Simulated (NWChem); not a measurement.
System: dimethylamine (C2H7N); SMILES CNC

The following NWChem deck was run.

```
start job
memory heap 200 mb stack 900 mb global 1100 mb
geometry units angstroms
  C      0.218061    -0.005074     1.207184
  N     -0.559370     0.100103     0.000000
  C      0.218061    -0.005074    -1.207184
  H      0.828074    -0.933482     1.288741
  H      0.918669     0.844206     1.278225
  H     -0.439318     0.044131     2.088668
  H     -1.301996    -0.593602     0.000000
  H      0.828074    -0.933482    -1.288741
  H     -0.439318     0.044131    -2.088668
  H      0.918669     0.844206    -1.278225
end
basis spherical
  * library def2-svp
end
dft
  xc becke88 lyp
  iterations 150
end
driver
  maxiter 120
end
task dft optimize
task dft freq
```

The level has its own optimisation; frequencies are unscaled.

### Question
What results follow from this input? (BLYP/def2-SVP.) Quantities: r C–N (Å); r H–N (Å); highest harmonic frequency (cm⁻¹); lowest (cm⁻¹); zero-point energy (kcal/mol); dipole (D).

### Answer
```json
{
  "r C–N (Å)": "1.461",
  "r H–N (Å)": "1.028",
  "highest harmonic frequency (cm⁻¹)": "3403",
  "lowest (cm⁻¹)": "243",
  "zero-point energy (kcal/mol)": "55.9",
  "dipole (D)": "0.84"
}
```
